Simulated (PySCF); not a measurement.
# C2H4Si (ethynylsilane): the cost of one run

Computed with PySCF 2.14.0, with density-fitted response routines of our own, on a single molecule in the gas phase. Atoms count from 0, in the outputs and in this text.

## (1) The molecule as given

7 atoms, charge 0, multiplicity 1; geometry from: GFN2-xTB. The atoms were then displaced at random by about 0.01 Å, so the start is not that level's minimum.

Bonds of the start (Å): C0–C1 1.23, C1–Si2 1.86, C0–H3 1.07, Si2–H4 1.46, Si2–H5 1.45, Si2–H6 1.47.

## (2) Optimising the geometry at PBE0-D3(BJ)/def2-SVP

What the job is given:

```
{"job": {"xc": "PBE0", "basis": "def2-SVP", "d3": "d3bj", "grid": 1, "shake": 0.01, "kind": "geom"}, "charge": 0, "multiplicity": 1}
C      1.967900    -0.133550    -0.069420
C      0.747600    -0.048780     0.047360
Si    -1.103310     0.059420     0.225090
H      3.026640    -0.164980    -0.181440
H     -1.643230     0.568470    -1.030840
H     -1.594790    -1.278240     0.513920
H     -1.366850     0.968560     1.344990
```

Launch:

```
> OMP_NUM_THREADS=1 python probes_run.py task.json out
```

The driver reads the jobs from task.json and runs them one after another.

Q: Estimate the wall time and peak memory of this first job on 1 thread of Arm Neoverse V2, shared host.

About 6.6 s, with a peak of 0.29 GiB.
